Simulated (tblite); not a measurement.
Compound: HC≡CCH2F, C3H3F.
SMILES: `C#CCF`

Calculated harmonic vibrations of the isolated species, GFN2-xTB (tblite), most abundant isotopes, no scaling. Errors from tens to a few hundred cm⁻¹ against measured bands are possible.

Harmonic wavenumbers (cm⁻¹): 190.3, 280.4, 507.4, 641.7, 684.3, 956.1, 962.2, 1033.2, 1190.0, 1298.0, 1406.1, 2291.7, 2911.0, 2920.9, 3398.7.

A = 34988, B = 4713, C = 4269 MHz; mass 58.022 u (most abundant isotopes); point group Cs, symmetry number 1.

Task: Zero-point energy?

Result: Half the sum of the wavenumbers: 10336 cm⁻¹ = 29.55 kcal/mol.

Task: Give the ideal-gas entropy at 350 K and 1 bar in the rigid-rotor, harmonic-oscillator model (classical rotation).

Result: Translation 38.92, rotation 24.12, vibration 6.95: S = 70.0 cal/(mol K).

Task: And Cp and H(350 K) − H(0)?

Result: Cp = 17.87 cal/(mol K), of which vibrations give 9.92 (their classical limit is 15 R = 29.8); H(350 K) − H(0) = 4.29 kcal/mol without the zero-point energy, 1.51 from vibrations.

Task: Which modes carry the vibrational entropy at 350 K?

Result: 190.3 cm⁻¹: 2.53; 280.4 cm⁻¹: 1.81; 507.4 cm⁻¹: 0.85; 641.7 cm⁻¹: 0.55; 684.3 cm⁻¹: 0.48; 956.1 cm⁻¹: 0.20 cal/(mol K); the other 9 give 0.54 together.

Task: What must be added to the electronic energy to get the Gibbs energy at 350 K and 1 bar?

Result: ZPE + [H(350 K) − H(0)] − T·S = 29.55 + 4.29 − 24.50 = 9.34 kcal/mol.

Task: How do the functions run with temperature in this model?

Result: 
```csv
T (K),S (cal/(mol K)),Cp (cal/(mol K)),H − H(0) (kcal/mol),G − H(0) (kcal/mol),ln q(vib)
50,47.6,8.2,0.40,-1.98,0.00
100,53.8,9.7,0.85,-4.53,0.09
298.15,67.3,16.2,3.41,-16.65,1.02
373.15,71.2,18.6,4.71,-21.84,1.47
500,77.1,21.9,7.29,-31.25,2.30
750,86.9,26.4,13.36,-51.78,3.97
1000,94.9,29.3,20.34,-74.53,5.58
```

q(vib) and H(0) count from the zero-point level.

Hindered rotation and anharmonicity are outside this model.
